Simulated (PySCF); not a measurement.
# Si₂⁻: one state, many levels of theory

State: ²Πu (doublet), unpaired electrons π ↑. Set-up: PySCF, no relativity, basis sets Si def2-SVPD. De refers to Si + Si⁻ in their high-spin ground configurations, without counterpoise correction. The functionals are run spin-unrestricted.

```csv
Level,Re (Å),ωe (cm⁻¹),De (eV),"CPU s a point (SCF and correlation, without the integrals)"
UHF,2.140,640,n/a,0.073
UHF-MP2,2.193,551,n/a,0.11
UHF-SCS-MP2,2.189,558,n/a,n/a
UHF-CCSD,2.182,574,n/a,n/a
UHF-CCSD(T),2.199,551,n/a,0.83
PBE,2.198,546,n/a,0.31
r²SCAN,2.182,569,n/a,0.34
M06-L,2.175,576,n/a,0.33
TPSSh,2.181,568,n/a,0.41
PBE0,2.172,581,n/a,0.45
MN15,2.136,609,n/a,0.38
LC-ωPBE,2.130,637,n/a,0.35
```

The bond length runs from 2.130 Å (LC-ωPBE) to 2.199 Å (UHF-CCSD(T)).

Correlated steps freeze 10 core orbitals. The highest Kohn–Sham level is positive in this anion. Much of that is self-interaction error, but it also means that the finite basis helps to hold the extra electron. The state is the lowest determinant that a PBE0 search found; another state may lie lower at other levels.

The whole job (state search and all levels along the bond) took about 1 min on 1 thread of Intel Xeon 6975P-C (shared host), peak memory 0.58 GiB.
